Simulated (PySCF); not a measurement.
**Computed NMR parameters against published values**

Atom-mapped SMILES (the numbers label the heavy atoms): `[cH:1]1[cH:2][cH:3][cH:4][cH:5][cH:6]1`. Each H is labelled by its parent atom.

What is known from experiment: δ ¹³C C1/C2/C3/C4/C5/C6 129.8; δ ¹H H(C1)/H(C2)/H(C3)/H(C4)/H(C5)/H(C6) 7.36 ppm (measured; solution, TFE-d3, 298 K; Fulmer et al., Organometallics 2010, 29, 2176).
δ ¹H H(C1)/H(C2)/H(C3)/H(C4)/H(C5)/H(C6) 7.21 ppm (measured; solution, n-hexane; Shapiro, Mohrmann, J. Phys. Chem. Ref. Data 1977, 6, 919).
δ ¹H H(C1)/H(C2)/H(C3)/H(C4)/H(C5)/H(C6) 7.23 ppm (measured; solution, cyclohexane, 313 K; Shapiro, Mohrmann, J. Phys. Chem. Ref. Data 1977, 6, 919).
δ ¹H H(C1)/H(C2)/H(C3)/H(C4)/H(C5)/H(C6) 7.31 ppm (measured; solution, methanol; Shapiro, Mohrmann, J. Phys. Chem. Ref. Data 1977, 6, 919).

[PySCF: GFN2-xTB structure; PBE0/pcSseg-1 with gauge-including orbitals; no relativistic terms; in vacuum; one conformer; rapidly exchanging positions averaged]

**Question.** What does the calculation give, and how does it compare?

**Answer.** 
Reference values: measured (solution, TFE-d3, 298 K; Fulmer et al., Organometallics 2010, 29, 2176).
| atoms | quantity | reference | computed | computed, scaled |
| --- | --- | --- | --- | --- |
| C1/C2/C3/C4/C5/C6 | δ ¹³C | 129.8 | 133.9 | 128.8 |
| H(C1)/H(C2)/H(C3)/H(C4)/H(C5)/H(C6) | δ ¹H | 7.36 | 7.66 | 7.33 |

Reference values: measured (solution, n-hexane; Shapiro, Mohrmann, J. Phys. Chem. Ref. Data 1977, 6, 919).
```tsv
atoms	quantity	reference	computed	computed, scaled
H(C1)/H(C2)/H(C3)/H(C4)/H(C5)/H(C6)	δ ¹H	7.21	7.66	7.33
```

Reference values: measured (solution, cyclohexane, 313 K; Shapiro, Mohrmann, J. Phys. Chem. Ref. Data 1977, 6, 919).
```tsv
atoms	quantity	reference	computed	computed, scaled
H(C1)/H(C2)/H(C3)/H(C4)/H(C5)/H(C6)	δ ¹H	7.23	7.66	7.33
```

Reference values: measured (solution, methanol; Shapiro, Mohrmann, J. Phys. Chem. Ref. Data 1977, 6, 919).
```tsv
atoms	quantity	reference	computed	computed, scaled
H(C1)/H(C2)/H(C3)/H(C4)/H(C5)/H(C6)	δ ¹H	7.31	7.66	7.33
```

Computed shifts are σ(ref) − σ with the named reference compound (TMS for H and C) calculated as an isolated molecule at the same level. The measured values may be among those fitted. Scaled to experiment by linear calibration (H and C: mostly CDCl3 data, vs TMS): ¹H (scatter 0.16 ppm rms, 0.17 ppm with the 2 outliers that the fit left out); ¹³C (scatter 2.1 ppm rms, 2.3 ppm with the 2 outliers that the fit left out). Occasional misses reach two or three times the rms, and more in compound classes unlike the fitted ones.

**Question.** How far are the unscaled ¹H shifts from the references?

**Answer.** Mean signed difference +0.38 ppm, mean absolute 0.38 ppm over 4 comparisons; the largest is +0.45 ppm at H(C1)/H(C2)/H(C3)/H(C4)/H(C5)/H(C6) (hydrogen on an aromatic CH).

5 of the 44 published NMR values on file for this molecule are compared. The rest: values from further sources, protons in aromatic solvents.
